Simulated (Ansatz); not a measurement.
# NH2O (quartet): wave-function methods side by side at distance O1–H3 along a hydrogen transfer = 1.201 Å, cc-pVDZ

Aim: climb from Hartree-Fock through coupled cluster and multireference methods for NH2O (quartet) at one geometry and basis, and see what each rung misses.

Program: Ansatz 0.2.0, Gaussian basis. Level of theory: cc-pVDZ, core rule «outside noble gas», up to 2 orbitals frozen. These are calculated values, not measurements.

Plan: UHF; CCSD(T) on ROHF; CCSD(T) on UHF; BCCD(T) on ROHF; CISD; CCSDT(Q) on ROHF; CCSDT(Q) on UHF; CASSCF and MRCISD+Q, 5 electrons in 5 orbitals; CASSCF and NEVPT2, 5 electrons in 5 orbitals; CASSCF and MRCISD+Q, 13 electrons in 10 orbitals; CASSCF and NEVPT2, 13 electrons in 10 orbitals.

6 further runs of the same task are left out: 6 that didn't finish.

## (1) The geometry

The geometry derives from fragments relaxed apart (PBE0/def2-TZVP) and kept rigid, so it is no stationary point. A hydrogen atom is moved between rigid fragments.

4 atoms, charge 0, spin multiplicity 4.

Atoms are counted from 1 here; the program's logs count them from 0.

Bond lengths: O1–H2 0.960 Å, O1–H3 1.201 Å, H3–N4 1.040 Å. Angles: H2–O1–H3 105.1°, O1–H3–N4 180.0°.

## (2) UHF

Input file in.yaml:

```yaml
crystal:
  periodic: [false, false, false]
  atoms:
    - {symbol: O, position_ang: [-1.010189, -0.029165, 0.000000]}
    - {symbol: H, position_ang: [-1.259499, 0.897410, 0.000000]}
    - {symbol: H, position_ang: [0.190811, -0.029165, 0.000000]}
    - {symbol: N, position_ang: [1.230811, -0.029165, 0.000000]}
basis:
  gaussian: {orbitals: cc-pVDZ}
magnetization: {spin_polarized: true, initial_magnetization: 3}
hamiltonian: {xc: hf}
output: {orbitals: {seedname: orbitals}}
```

The run is started by

```
$ ansatz run in.yaml --threads 1 --pin off --events-out ev --progress --plain --max-ram 2393MiB
```

After this run come: CCSD(T) on ROHF; CCSD(T) on UHF; BCCD(T) on ROHF; CISD; CCSDT(Q) on ROHF; CCSDT(Q) on UHF; CASSCF and MRCISD+Q, 5 electrons in 5 orbitals; CASSCF and NEVPT2, 5 electrons in 5 orbitals; CASSCF and MRCISD+Q, 13 electrons in 10 orbitals; CASSCF and NEVPT2, 13 electrons in 10 orbitals.

Before running them: what should the planned runs give, taken together? Wanted: UCCSDT(Q) below the RHF energy; RMP2 from UCCSDT(Q); UMP2 from UCCSDT(Q); RCCSD from UCCSDT(Q); RCCSD(T) from UCCSDT(Q); UCCSD(T) from UCCSDT(Q); RCCSDT(Q) from UCCSDT(Q); NEVPT2 valence from UCCSDT(Q); MRCISD+Q valence from UCCSDT(Q).

As calculated:

```
                         quantity                                         value
   UCCSDT(Q) below the RHF energy                                    -9.2208 eV
              RMP2 from UCCSDT(Q)                                  +98.5 kJ/mol
              UMP2 from UCCSDT(Q)                                 +105.0 kJ/mol
             RCCSD from UCCSDT(Q)                                  +21.1 kJ/mol
          RCCSD(T) from UCCSDT(Q)                                   +4.2 kJ/mol
          UCCSD(T) from UCCSDT(Q)                                   +4.0 kJ/mol
         RCCSDT(Q) from UCCSDT(Q)                                   +0.2 kJ/mol
    NEVPT2 valence from UCCSDT(Q)                                 +112.0 kJ/mol
  MRCISD+Q valence from UCCSDT(Q)                                   +4.4 kJ/mol
levels within 1 kcal/mol (43 meV)  UCCSD(T), BCCD(T), RCCSDT, UCCSDT, RCCSDT(Q)
                    T1 diagnostic                                         0.037
   effectively unpaired electrons                                          3.01
```

**Reading.** RCCSD(T) lands +4.2 kJ/mol from the yardstick (0.5 % of the correlation energy). One determinant dominates. Of the multireference levels listed MRCISD+Q valence comes nearest in total energy (+4.4 kJ/mol), which doesn't show that its space is the better one. These misses are within one basis, not against nature; the frozen cores of restricted and unrestricted runs differ, which can shift their rows.
